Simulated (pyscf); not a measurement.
Thermochemistry of product channels of `[AlH]` [singlet] + `[NH3]` on the singlet surface, in kcal/mol, from ωB97M-D3(BJ)/def2-TZVP energies (ideal gas, 1 atm, RRHO with modes under 100 cm⁻¹ raised to 100, one conformer, R ln 2 for rigid chiral ones). Structures and frequencies: ωB97X-D3(BJ)/def2-SVP in PySCF.

```csv
products,ΔE,ΔH(298 K),ΔG(600 K),ΔG(900 K)
`[NH]=[AlH]` + `[H][H]`,+19.9,+15.1,+17.3,+17.3
`[NH2][Al]` [singlet] + `[H][H]`,-24.6,-27.1,-25.8,-25.8
```

These are energies of the channels, which say nothing of barriers.
